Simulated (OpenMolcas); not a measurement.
**BHF2 (SMILES FBF), step by step**

Wanted: the energy (UHF/STO-3G), then a single-point energy (CASSCF(2,2)/STO-3G), then a single-point energy (CASPT2(2,2)/STO-3G), then the energy (SC-NEVPT2(2,2)/STO-3G), then the energy (MRCI(2,2)/STO-3G) of BHF2. 

Program for the calculation: OpenMolcas 26.06.

4 further runs of the same task are left out: 1 for a known fault of the program, 3 that didn't finish.

**1. The molecule**

BHF2 has 4 atoms, charge 0, and is taken as a singlet. SMILES: `FBF`. The F1–B2 distance was set to 2.627 Å, away from the relaxed value. At this shape a bond of the SMILES string is far longer than usual.

Bond lengths: B2–F3 1.313 Å, B2–H4 1.191 Å. Angles: F3–B2–H4 121.0°.

**2. The energy at UHF/STO-3G (run 1)**

step1.input

```
&GATEWAY
  BasLib=$CurrDir
  Coord
  4
  bohr
  F      4.36629536     1.78544915    -1.41543321
  B     -0.00359048    -0.05858151     0.04762110
  F     -2.07000600     0.99909820    -0.82940080
  H     -0.10771439    -1.80393256     1.46567158
  Basis=STO-3G
  Group=NoSym

&SEWARD

&SCF
  UHF
  Scramble=0.25
  PrOrbitals=1 1
```

The basis set STO-3G is read from a file made from the Basis Set Exchange's data (not shown).

The run is started by

```
$ export MOLCAS_MEM=1860
$ pymolcas step1.input > step1.log
```

Output:

```text
--- Start Module: gateway ---
[...]
--- Stop Module: gateway /rc=_RC_ALL_IS_WELL_ ---
--- Start Module: seward ---
[...]
      Basis functions           16
--- Stop Module: seward /rc=_RC_ALL_IS_WELL_ ---
--- Start Module: scf ---
[...]
       Convergence after  40 Iterations
[...]
::    Total SCF energy                               -220.9359960029
[...]
      Total spin, S                                     0.6044137075
[...]
      Total electronic charge=   24.000000
      Total            charge=   -0.000000
[...]
      Dipole Moment (debye):
      Origin of the operator (angstrom)=    0.4600    0.5337   -0.4301
                   X=  2.0604E-01               Y= -1.2149E-02               Z=  1.1312E-02           Total=  2.0671E-01
      Quadrupole Moment (debye*angstrom):
[...]
--- Stop Module: scf /rc=_RC_ALL_IS_WELL_ ---
[...]
```

It took 2.3 s on 1 thread of Arm Neoverse V1, shared host; peak memory 0.37 GiB.

**3. A single-point energy at CASSCF(2,2)/STO-3G (run 2)**

step2.inp

```
* BF2H CASSCF

&GATEWAY
 BasLib
 $CurrDir
 Coord
 4
 bohr
 F      4.36629536     1.78544915    -1.41543321
 B     -0.00359048    -0.05858151     0.04762110
 F     -2.07000600     0.99909820    -0.82940080
 H     -0.10771439    -1.80393256     1.46567158
 Basis
 STO-3G
 Group
 NoSym

&SEWARD

&RASSCF
 FileOrb
 $CurrDir/step1.UnaOrb
 Spin
 1
 Nactel
 2 0 0
 Inactive
 11
 Ras2
 2
 OrbListing
 Nothing
```

The basis set STO-3G is read from a file made from the Basis Set Exchange's data (not shown).

The run is started by

```
$ export MOLCAS_MEM=1860
$ pymolcas step2.inp > step2.log
```

Output:

```text
--- Start Module: gateway ---
[...]
--- Stop Module: gateway /rc=_RC_ALL_IS_WELL_ ---
--- Start Module: seward ---
[...]
      Basis functions           16
--- Stop Module: seward /rc=_RC_ALL_IS_WELL_ ---
--- Start Module: rasscf ---
[...]
      Number of active orbitals                  2
[...]
      Spin quantum number                      0.0
[...]
      Active orbitals                            2
[...]
      Number of CSFs                             3
[...]
      Number of root(s) required                 1
[...]
      Convergence after 13 iterations
[...]
      printout of CI-coefficients larger than  0.05 for root  1
      energy=    -220.943324
      conf/sym  11     Coeff  Weight
             1  20  -0.82010 0.67257
             3  02   0.57222 0.32743
      Natural orbitals and occupation numbers for root  1
      sym 1:   1.345138   0.654862
      ************************************************************************************************************************
      *                                                    Final results                                                     *
[...]
::    RASSCF root number  1 Total energy:   -220.94332376
[...]
      Total electronic charge=   24.000000
      Total            charge=   -0.000000
[...]
      Dipole Moment (debye):
      Origin of the operator (angstrom)=    0.4600    0.5337   -0.4301
                   X=  1.2131E-01               Y= -5.7542E-02               Z=  4.7778E-02           Total=  1.4252E-01
      Quadrupole Moment (debye*angstrom):
[...]
--- Stop Module: rasscf /rc=_RC_ALL_IS_WELL_ ---
[...]
```

It took 1.8 s on 1 thread of Arm Neoverse V1, shared host; peak memory 0.37 GiB.

**4. A single-point energy at CASPT2(2,2)/STO-3G (run 3)**

step3.inp

```
&GATEWAY
BasLib = $CurrDir
Coord
4
bohr
F      4.36629536     1.78544915    -1.41543321
B     -0.00359048    -0.05858151     0.04762110
F     -2.07000600     0.99909820    -0.82940080
H     -0.10771439    -1.80393256     1.46567158
Basis = STO-3G
Group = NoSym
&SEWARD
&RASSCF
FileOrb = $CurrDir/step2.RasOrb
Spin = 1
Nactel = 2 0 0
Inactive = 11
Ras2 = 2
OrbListing = Nothing
&CASPT2
Imaginary = 0.1
Frozen = 3
```

The basis set STO-3G is read from a file made from the Basis Set Exchange's data (not shown).

The run is started by

```
$ export MOLCAS_MEM=1860
$ pymolcas step3.inp > step3.log
```

Output:

```text
--- Start Module: gateway ---
[...]
--- Stop Module: gateway /rc=_RC_ALL_IS_WELL_ ---
[...]
      Basis functions           16
[...]
--- Start Module: rasscf ---
[...]
      Number of active orbitals                  2
[...]
      Spin quantum number                      0.0
[...]
      Active orbitals                            2
[...]
      Number of CSFs                             3
[...]
      Number of root(s) required                 1
[...]
      Convergence after  4 iterations
[...]
      printout of CI-coefficients larger than  0.05 for root  1
      energy=    -220.943324
      conf/sym  11     Coeff  Weight
             1  20  -0.82010 0.67257
             3  02   0.57222 0.32743
      Natural orbitals and occupation numbers for root  1
      sym 1:   1.345139   0.654861
      ************************************************************************************************************************
      *                                                    Final results                                                     *
[...]
::    RASSCF root number  1 Total energy:   -220.94332376
[...]
      Total electronic charge=   24.000000
      Total            charge=   -0.000000
[...]
      Dipole Moment (debye):
      Origin of the operator (angstrom)=    0.4600    0.5337   -0.4301
                   X=  1.2131E-01               Y= -5.7519E-02               Z=  4.7775E-02           Total=  1.4250E-01
      Quadrupole Moment (debye*angstrom):
[...]
--- Stop Module: rasscf /rc=_RC_ALL_IS_WELL_ ---
--- Start Module: caspt2 ---
[...]
 ###    WARNING: User changed nr of frozen orbitals.                         ###
 ###############################################################################
[...]
      E2 (Variational):          -0.0539342202
      Total energy:            -220.9972579819
[...]
      Reference weight:           0.97557
[...]
::    CASPT2 Root  1     Total energy:   -220.99725798
[...]
--- Stop Module: caspt2 /rc=_RC_ALL_IS_WELL_ ---
[...]
```

Wall time 1.7 s (1 thread of Arm Neoverse V1, shared host); peak memory 0.37 GiB.

**5. The energy at SC-NEVPT2(2,2)/STO-3G (run 4)**

step4.input

```
&GATEWAY
  BasLib
  $CurrDir
  Coord
  4
  bohr
  F      4.36629536     1.78544915    -1.41543321
  B     -0.00359048    -0.05858151     0.04762110
  F     -2.07000600     0.99909820    -0.82940080
  H     -0.10771439    -1.80393256     1.46567158
  Basis
  STO-3G
  Group
  NoSym

&SEWARD

&RASSCF
  FileOrb
  $CurrDir/step2.RasOrb
  Spin
  1
  Nactel
  2 0 0
  Inactive
  11
  Ras2
  2
  OrbListing
  Nothing

&CASPT2
  SC-NEVPT2
  Frozen
  3
```

The basis set STO-3G is read from a file made from the Basis Set Exchange's data (not shown).

The run is started by

```
$ export MOLCAS_MEM=1860
$ pymolcas step4.input > step4.log
```

Output:

```text
--- Start Module: gateway ---
[...]
--- Stop Module: gateway /rc=_RC_ALL_IS_WELL_ ---
[...]
      Basis functions           16
[...]
--- Start Module: rasscf ---
[...]
      Number of active orbitals                  2
[...]
      Spin quantum number                      0.0
[...]
      Active orbitals                            2
[...]
      Number of CSFs                             3
[...]
      Number of root(s) required                 1
[...]
      Convergence after  4 iterations
[...]
      printout of CI-coefficients larger than  0.05 for root  1
      energy=    -220.943324
      conf/sym  11     Coeff  Weight
             1  20  -0.82010 0.67257
             3  02   0.57222 0.32743
      Natural orbitals and occupation numbers for root  1
      sym 1:   1.345139   0.654861
      ************************************************************************************************************************
      *                                                    Final results                                                     *
[...]
::    RASSCF root number  1 Total energy:   -220.94332376
[...]
      Total electronic charge=   24.000000
      Total            charge=   -0.000000
[...]
      Dipole Moment (debye):
      Origin of the operator (angstrom)=    0.4600    0.5337   -0.4301
                   X=  1.2131E-01               Y= -5.7519E-02               Z=  4.7775E-02           Total=  1.4250E-01
      Quadrupole Moment (debye*angstrom):
[...]
--- Stop Module: rasscf /rc=_RC_ALL_IS_WELL_ ---
--- Start Module: caspt2 ---
[...]
 ###    WARNING: User changed nr of frozen orbitals.                         ###
 ###############################################################################
[...]
      E2 (Variational):          -0.0527151085
[...]
      E2 (Variational):          -0.0526965962
      Total energy:            -220.9960203579
[...]
      Reference weight:           0.97673
[...]
::    SC-NEVPT2 Root  1     Total energy:   -220.99602036
[...]
--- Stop Module: caspt2 /rc=_RC_ALL_IS_WELL_ ---
[...]
```

Run time: 1.7 s. Hardware: 1 thread of Arm Neoverse V1, shared host; peak memory 0.37 GiB.

**6. A single-point energy at MRCI(2,2)/STO-3G (run 5)**

step5.inp

```
* BF2H MRCI
&GATEWAY
BasLib=$CurrDir
Coord
4
bohr
F      4.36629536     1.78544915    -1.41543321
B     -0.00359048    -0.05858151     0.04762110
F     -2.07000600     0.99909820    -0.82940080
H     -0.10771439    -1.80393256     1.46567158
Basis=STO-3G
Group=NoSym
&SEWARD
&RASSCF
FileOrb=$CurrDir/step2.RasOrb
Spin=1
Nactel=2 0 0
Inactive=11
Ras2=2
OrbListing=Nothing
&MOTRA
LumOrb
Frozen=3
&GUGA
Electrons=18
Spin=1
Inactive=8
Active=2
CIAll=1
&MRCI
SDCI
```

The basis set STO-3G is read from a file made from the Basis Set Exchange's data (not shown).

The run is started by

```
$ export MOLCAS_MEM=1860
$ pymolcas step5.inp > step5.log
```

Output:

```text
--- Start Module: gateway ---
[...]
--- Stop Module: gateway /rc=_RC_ALL_IS_WELL_ ---
[...]
      Basis functions           16
[...]
      Number of active orbitals                  2
[...]
      Spin quantum number                      0.0
[...]
      Active orbitals                            2
[...]
      Number of CSFs                             3
[...]
      Number of root(s) required                 1
[...]
      Convergence after  4 iterations
[...]
      printout of CI-coefficients larger than  0.05 for root  1
      energy=    -220.943324
      conf/sym  11     Coeff  Weight
             1  20  -0.82010 0.67257
             3  02   0.57222 0.32743
      Natural orbitals and occupation numbers for root  1
      sym 1:   1.345139   0.654861
      ************************************************************************************************************************
      *                                                    Final results                                                     *
[...]
::    RASSCF root number  1 Total energy:   -220.94332376
[...]
      Dipole Moment (debye):
      Origin of the operator (angstrom)=    0.4600    0.5337   -0.4301
                   X=  1.2131E-01               Y= -5.7519E-02               Z=  4.7775E-02           Total=  1.4250E-01
      Quadrupole Moment (debye*angstrom):
[...]
      *** WARNING: Default frozen orbitals is overwritten by user input.
      *** Default values:   3
[...]
--- Start Module: guga ---
[...]
--- Stop Module: guga /rc=_RC_ALL_IS_WELL_ ---
--- Start Module: mrci ---
[...]
       (But an ACPF correction will be computed)
       USE THE DEFAULT ACPF G-VALUE GFAC=  0.11111111111111110
[...]
                      CI ENERGY:  -221.00940117
[...]
                ACPF CORRECTION:    -0.00292325
[...]
      Total electronic charge=   24.000000
      Total            charge=   -0.000000
[...]
     ACPF CORRECTION:     -0.00292325
[...]
  CI State   1     Total energy:   -221.00940117     QDav:     -0.00330694     QACPF:     -0.00292325
[...]
--- Stop Module: mrci /rc=_RC_ALL_IS_WELL_ ---
[...]
```

Run time: 1.9 s. Hardware: 1 thread of Arm Neoverse V1, shared host; peak memory 0.37 GiB.

**7. What came out**

| quantity | value |
| --- | --- |
| run 1, UHF/STO-3G: total energy | -220.93600 Eh |
| run 1, UHF/STO-3G: dipole moment | 0.21 D |
| run 1, UHF/STO-3G: HOMO energy | -7.51 eV |
| run 1, UHF/STO-3G: LUMO energy | 7.42 eV |
| run 1, UHF/STO-3G: HOMO–LUMO gap | 14.93 eV |
| run 1, UHF/STO-3G: ⟨S²⟩ | 0.970 |
| run 2, CASSCF(2,2)/STO-3G: total energy | -220.94332 Eh |
| run 2, CASSCF(2,2)/STO-3G: dipole moment (CASSCF density) | 0.14 D |
| run 3, CASPT2(2,2)/STO-3G: total energy | -220.99726 Eh |
| run 3, CASPT2(2,2)/STO-3G: dipole moment (CASSCF density) | 0.14 D |
| run 4, SC-NEVPT2(2,2)/STO-3G: total energy | -220.99602 Eh |
| run 4, SC-NEVPT2(2,2)/STO-3G: dipole moment (CASSCF density) | 0.14 D |
| run 5, MRCI(2,2)/STO-3G: total energy | -221.00940 Eh |
| run 5, MRCI(2,2)/STO-3G: dipole moment (CASSCF density) | 0.14 D |

In words: ⟨S²⟩ (run 1, UHF/STO-3G) is 0.97 where a pure singlet has 0.00: the reference is spin-contaminated. Mulliken charges (run 2, CASSCF(2,2)/STO-3G) run from -0.18 on F3 to +0.27 on B2. Mulliken charges (run 3, CASPT2(2,2)/STO-3G) of the CASSCF density run from -0.18 on F3 to +0.27 on B2. Mulliken charges (run 4, SC-NEVPT2(2,2)/STO-3G) of the CASSCF density run from -0.18 on F3 to +0.27 on B2. Mulliken charges (run 5, MRCI(2,2)/STO-3G) of the CASSCF density run from -0.18 on F3 to +0.27 on B2; they depend strongly on the basis.
